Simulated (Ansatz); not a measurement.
in.yaml

```yaml
crystal:
  periodic: [false, false, false]
  atoms:
    - {symbol: S, position_ang: [0.000000, -0.054959, 0.000000]}
    - {symbol: H, position_ang: [0.000000, 0.874191, -0.967203]}
    - {symbol: H, position_ang: [0.000000, 0.874188, 0.967205]}
basis:
  gaussian: {orbitals: def2-SVPD}
magnetization: {spin_polarized: false}
correlation: {method: ccsd_t, electrons: outside_noble_gas}
accuracy: high
```

```sh
$ ansatz run in.yaml --threads 1 --pin off --events-out ev --progress --plain --max-ram 2393MiB
```

Q: Roughly how long does this take on 1 thread of Arm Neoverse V2, shared host, and how much host memory?

A: 0.54 s wall and 0.1 GiB.

```
762 factors; integrals over basis functions are off by at most 3.1e-9 eV
mean field evaluation 1: about -10845.2169 eV, gradient 1.1e1 eV
mean field evaluation 2: about -10845.2185 eV, gradient 1.1e1 eV
mean field evaluation 4: about -10845.7589 eV, gradient 1.1e0 eV
mean field evaluation 8: about -10845.7687 eV, gradient 9.8e-6 eV
mean field evaluation 16: about -10845.7569 eV, gradient 1.1e0 eV
mean field -10845.76867477 eV, -398.5746472716 hartree, gradient 1.0e-8 eV, S^2 0.000000; 0 other end points of the search recorded, 0 dependent functions left out
5 core orbitals not correlated: weight in the atoms' cores, before any rotation towards them, 1.000 or more for the frozen orbitals, at most 0.000 for the correlated occupied ones
reference -10845.76867477 eV, -398.5746472716 hartree; 4, 4 occupied and 34, 34 virtual orbitals, 762 factors
second order -4.18952523 eV of doubles, -0.00000000 eV of singles
cycle   1  -4.65003642 eV  change   -4.6e-1 eV  update   4.7e-2
cycle   2  -4.79773006 eV  change   -1.5e-1 eV  update   1.5e-2
cycle   3  -4.80716316 eV  change   -9.4e-3 eV  update   3.5e-3
cycle   4  -4.80672648 eV  change    4.4e-4 eV  update   9.5e-4
cycle   5  -4.80638524 eV  change    3.4e-4 eV  update   2.6e-4
cycle   6  -4.80634197 eV  change    4.3e-5 eV  update   7.4e-5
cycle   7  -4.80635072 eV  change   -8.8e-6 eV  update   2.3e-5
cycle   8  -4.80634888 eV  change    1.8e-6 eV  update   6.3e-6
cycle   9  -4.80634730 eV  change    1.6e-6 eV  update   1.5e-6
cycle  10  -4.80634764 eV  change   -3.4e-7 eV  update   4.1e-7
cycle  11  -4.80634786 eV  change   -2.2e-7 eV  update   1.3e-7
cycle  12  -4.80634784 eV  change    1.2e-8 eV  update   3.7e-8
cycle  13  -4.80634782 eV  change    2.6e-8 eV  update   1.8e-8
cycle  14  -4.80634782 eV  change  -9.5e-10 eV  update   1.2e-8
cycle  15  -4.80634755 eV  change    2.7e-7 eV  update   6.9e-8
cycle  16  -4.80634752 eV  change    2.7e-8 eV  update   1.8e-8
cycle  17  -4.80634752 eV  change    6.3e-9 eV  update   4.5e-9
cycle  18  -4.80634752 eV  change  -8.8e-10 eV  update   1.4e-9
cycle  19  -4.80634752 eV  change  -7.8e-11 eV  update  4.9e-10
perturbative correction -0.12918589 eV, -0.0047474938 hartree
Total energy: -10850.70420817 eV, -398.7560247788 hartree
```
